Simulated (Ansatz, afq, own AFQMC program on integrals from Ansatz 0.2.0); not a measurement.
## Where AFQMC and coupled cluster stand for NH2O, quartet

```xyz
4

O    -1.0026   -0.0292    0.0000
H    -1.2519    0.8974    0.0000
H    -0.0431   -0.0292    0.0000
N     1.2384   -0.0292    0.0000
```

Connectivity, by distances: OH2 ··· N.

Basis cc-pVTZ. Noble-gas cores (and the filled d shells of Ga–Kr and In–Xe) are frozen. Ansatz 0.2.0 and our own AFQMC program on the same integrals; the CISD trial comes from CCSD amplitudes, and released means the phaseless constraint is let go. Error bars are statistical, one sigma.

Determinant: UHF, the one that the program's search chose, which needn't be the lowest solution. The geometry is a point of a scan.

No full CI on the walks' own integrals is used here; CCSDT(Q) serves as the reference and is uncertain by about the last step of the cluster series.

Cautions: lower spins were not checked.

```
T1 diagnostic                               : 0.0145
weight of the determinant in the CISD state : 0.901
⟨S²⟩ of the determinant                     : 3.763
size of the correlated space                : 13 electrons in 86 orbitals
```

```tsv
level	correlation energy (eV)
MP2	-10.0893
CCSD	-10.6537
CCSD(T)	-10.9782
```

(1) Estimate where phaseless AFQMC with a CISD trial lies against CCSD(T) on the same integrals.

(1) 1.2 ± 0.5 kJ/mol below CCSD(T).

Reference: CCSDT(Q), correlation energy -11.008 eV. The released energy is read at 1.62 1/Eh, later times being too noisy (meV from the phaseless value at times in 1/Eh: -5 ± 6 at 0.24, -24 ± 6 at 0.51, -37 ± 6 at 0.99, -31 ± 7 at 1.62, -11 ± 13 at 2.40).

```json
{"level": "CCSD(T)", "E − E(reference) (kJ/mol)": "2.9", "share of correlation (%)": "99.73"}
{"level": "CCSDT", "E − E(reference) (kJ/mol)": "1.4", "share of correlation (%)": "99.87"}
{"level": "ph-AFQMC/CISD", "E − E(reference) (kJ/mol)": "1.6 ± 0.5", "share of correlation (%)": "99.85"}
{"level": "released AFQMC", "E − E(reference) (kJ/mol)": "-1.3 ± 0.6", "share of correlation (%)": "100.13"}
```

A walk keeps the symmetry of its determinant, which the program's search chose and which needn't be the lowest solution, so a lower state of the same spin and another symmetry isn't excluded. Released energies are given only where the last usable release times agree within the noise; a slower fall can still hide under it.
